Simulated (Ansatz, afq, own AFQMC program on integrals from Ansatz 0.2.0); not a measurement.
## CuH, singlet in def2-TZVP, levels against CCSDT(Q)

```yaml
atoms:
  - { symbol: Cu, position_ang: [0.0000, 0.0000, 0.0000] }
  - { symbol: H, position_ang: [0.0000, 0.0000, 1.4850] }
```

Basis def2-TZVP. Noble-gas cores (and the filled d shells of Ga–Kr and In–Xe) are frozen. Integrals, coupled cluster, full CI and functionals: Ansatz 0.2.0; the random walks run on the same integrals in our own AFQMC program. The CISD trial takes its coefficients from CCSD amplitudes. Released means that phaseless walkers are propagated on without the constraint, phases kept. ± is one standard error of the sampling. The metal's outer-core s and p shells are frozen, which shifts wave-function levels against functionals.

Determinant: RHF, the one that the program's search chose, which needn't be the lowest solution. The geometry is a point of a scan.

No full CI on the walks' own integrals is used here; CCSDT(Q) serves as the reference and is uncertain by about the last step of the cluster series.

Cautions: no relativity below Rb; outer-core shells of the metal frozen; higher spins were not checked; the released energies get too noisy after the second time (errors over twice the walk's own, or jumping), so no released level is given (meV from the phaseless value at times in 1/Eh: 25 ± 38 at 0.60, -9 ± 61 at 1.20, 59 ± 137 at 2.00, 164 ± 160 at 3.00, 148 ± 387 at 4.20), though the last usable value meets CCSDT(Q) within the noise.

* T1 diagnostic: 0.0386
* weight of the determinant in the CISD state: 0.888
* size of the correlated space: 12 electrons in 42 orbitals

```tsv
level	correlation energy (eV)
MP2	-12.0450
CCSD	-10.6409
CCSD(T)	-11.0292
```

Question: Estimate where phaseless AFQMC with the Hartree–Fock trial lies against CCSD(T) on the same integrals.

Answer: 10.94 ± 3.36 mEh below CCSD(T).

Reference: CCSDT(Q), correlation energy -11.026 eV.

```json
{"level": "CCSD(T)", "E − E(reference) (mEh)": "-0.12", "share of correlation (%)": "100.03"}
{"level": "CCSDT", "E − E(reference) (mEh)": "0.07", "share of correlation (%)": "99.98"}
{"level": "ph-AFQMC/HF", "E − E(reference) (mEh)": "-11.06 ± 3.36", "share of correlation (%)": "102.73"}
{"level": "ph-AFQMC/CISD", "E − E(reference) (mEh)": "-0.37 ± 0.97", "share of correlation (%)": "100.09"}
```

A walk keeps the symmetry of its determinant, which the program's search chose and which needn't be the lowest solution, so a lower state of the same spin and another symmetry isn't excluded.
